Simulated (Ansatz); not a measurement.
`CC1=CCCO1`, 14 atoms. The species carries charge 0 and has multiplicity 1. All runs use 4 threads of an Arm Neoverse V1 on a shared host. Correlated methods freeze the cores.

(1) Give the basis size and wall time and peak host memory of each of these runs in Ansatz. RKS PBE0-D4/def2-TZVP relaxation (6 steps); RKS B3LYP-D4/def2-TZVPP energy and forces; RKS ωB97M-V/def2-QZVPP energy; RKS SPW92 (LDA)/def2-TZVPP energy; RKS PBE0-D4/def2-QZVPP energy; RKS PBE0-D4/def2-SVP energy; RHF-CCSD(T)/def2-TZVPP energy; RKS ωB97M-V/def2-SVP energy; RKS PBE0-D4/def2-TZVPP energy; direct RPA on PBE orbitals/def2-TZVPP energy; RHF-MP2/def2-QZVPP energy; RKS PBE0-D4/def2-TZVP frequencies. (An estimate is asked.)

Answers

(1) The calculation gave: Other jobs shared the machine, so times are rough.

```json
{"level": "RKS PBE0-D4/def2-SVP", "job": "energy", "functions": "124", "wall time": "1.4 s", "peak host memory (GiB)": "0.59"}
{"level": "RKS SPW92 (LDA)/def2-TZVPP", "job": "energy", "functions": "298", "wall time": "1.7 s", "peak host memory (GiB)": "0.4"}
{"level": "RKS PBE0-D4/def2-TZVPP", "job": "energy", "functions": "298", "wall time": "3.5 s", "peak host memory (GiB)": "0.76"}
{"level": "RKS ωB97M-V/def2-SVP", "job": "energy", "functions": "124", "wall time": "5.5 s", "peak host memory (GiB)": "0.59"}
{"level": "RKS B3LYP-D4/def2-TZVPP", "job": "energy and forces", "functions": "298", "wall time": "6 s", "peak host memory (GiB)": "0.95"}
{"level": "direct RPA on PBE orbitals/def2-TZVPP", "job": "energy", "functions": "298", "wall time": "8.5 s", "peak host memory (GiB)": "0.91"}
{"level": "RKS PBE0-D4/def2-QZVPP", "job": "energy", "functions": "582", "wall time": "11 s", "peak host memory (GiB)": "2.2"}
{"level": "RKS ωB97M-V/def2-QZVPP", "job": "energy", "functions": "582", "wall time": "26 s", "peak host memory (GiB)": "2.6"}
{"level": "RKS PBE0-D4/def2-TZVP", "job": "relaxation (6 steps)", "functions": "234", "wall time": "29 s", "peak host memory (GiB)": "0.68"}
{"level": "RHF-MP2/def2-QZVPP", "job": "energy", "functions": "582", "wall time": "39 s", "peak host memory (GiB)": "5.1"}
{"level": "RKS PBE0-D4/def2-TZVP", "job": "frequencies", "functions": "234", "wall time": "4.5 min", "peak host memory (GiB)": "0.7"}
{"level": "RHF-CCSD(T)/def2-TZVPP", "job": "energy", "functions": "298", "wall time": "16 min", "peak host memory (GiB)": "4.1"}
```

B3LYP here is the variant with VWN-RPA as its local correlation; programs differ in this.
